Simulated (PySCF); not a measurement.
## Calculated properties of `CCSCC` (diethyl sulfide)

Species: diethyl sulfide, C₄H₁₀S.
Geometry (PBE0-D3(BJ)/def2-SVP, Å), atoms numbered from 1 in this order:
```
atom  x, y, z in Å
C1    -1.985    0.276   -0.256
C2    -0.865    1.190    0.203
S3     0.191    0.506    1.512
C4     0.974   -0.898    0.668
C5     1.892   -0.522   -0.479
H6    -2.614   -0.030    0.592
H7    -2.622    0.785   -0.997
H8    -1.596   -0.637   -0.732
H9    -1.272    2.109    0.654
H10   -0.237    1.513   -0.643
H11    1.538   -1.399    1.470
H12    0.199   -1.612    0.345
H13    2.381   -1.418   -0.895
H14    1.341   -0.039   -1.300
H15    2.674    0.176   -0.143
```

Among its groups: sulfide.

PBE0-D3(BJ)/def2-SVP geometry optimisation, gas phase (PySCF):

```
Point group                  : C2
Rotational constants A, B, C : 5.360, 2.629, 2.140 GHz
```

**PBE0/pcSseg-1 ground state and GIAO shieldings, non-relativistic (PySCF)**

```
Dipole moment                                               : 1.75 D
HOMO energy                                                 : -6.28 eV
LUMO energy                                                 : 1.19 eV
HOMO–LUMO gap                                               : 7.47 eV
Lowest Hirshfeld atomic charge                              : -0.12 e on C1/C5
Highest Hirshfeld atomic charge                             : +0.05 e on H9/H11
13C chemical shifts (computed TMS as zero) by class         : 25.0 (C2/C4), 14.2 (C1/C5) ppm
1H chemical shifts (computed TMS as zero) by class          : 2.32 (H9/H10/H11/H12), 1.13 (H6/H7/H8/H13/H14/H15) ppm
Isotropic shieldings of nuclei other than C and H, by class : 487 (S3) ppm
Mayer bond orders between heavy atoms                       : C1–C2 1.02, C2–S3 1.01, S3–C4 1.01, C4–C5 1.02
```

Monoisotopic mass from the formula: 90.0503 u.

The dipole matches unit charges of opposite sign 0.36 Å apart (1 e·Å = 4.8032 D). The rotational constants make it an asymmetric top with κ = (2B − A − C)/(A − C) = -0.70, nearer the prolate limit (−1). With B = h/(8π²I), that is 505.379 GHz u Å² over I, the principal moments of inertia are 94.3, 192.2 and 236.1 u Å² (most abundant isotopes). A dipole of 1.75 D is allowed in C2, and pure rotational transitions are dipole-allowed.

One conformer (not necessarily the lowest) at the PBE0-D3(BJ)/def2-SVP geometry, without solvent or vibrations. NMR classes are plain means over equivalent atoms (diastereotopic ones count apart unless rotation or inversion swaps them), as if these changed places fast; in this geometry the members of some classes differ.
